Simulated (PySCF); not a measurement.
Relaxation of singlet HPO

These are results of PySCF, PBE0, basis P def2-TZVP, O def2-TZVP, H def2-TZVP (no relativity, density fitting), not measurements. A (50,194) grid was used.

A hand-made bent start, of Cs symmetry, held to at least that symmetry:

```xyz
3
charge 0 multiplicity 1, angstrom
P     0.4096    0.0000   -0.3213
O    -0.8929    0.0000    0.5907
H     1.5810    0.0000    0.4989
```

Q: What forces act on the atoms at the start (eV/Å)?

A: 
```tsv
atom	Fx	Fy	Fz
P1	-4.58	0.00	1.63
O2	4.47	0.00	-2.46
H3	0.11	0.00	0.83
```

Q: What does it relax to?

A: It ends at Cs with P–H 1.468 Å, P–O 1.478 Å; H–P–O 104.3°. A frequency run shows a minimum.

Q: How much energy is released, and in how many steps?

A: 35.9 kJ/mol in 6 steps.

The relaxation took of the order of 10 core-seconds on a shared host.
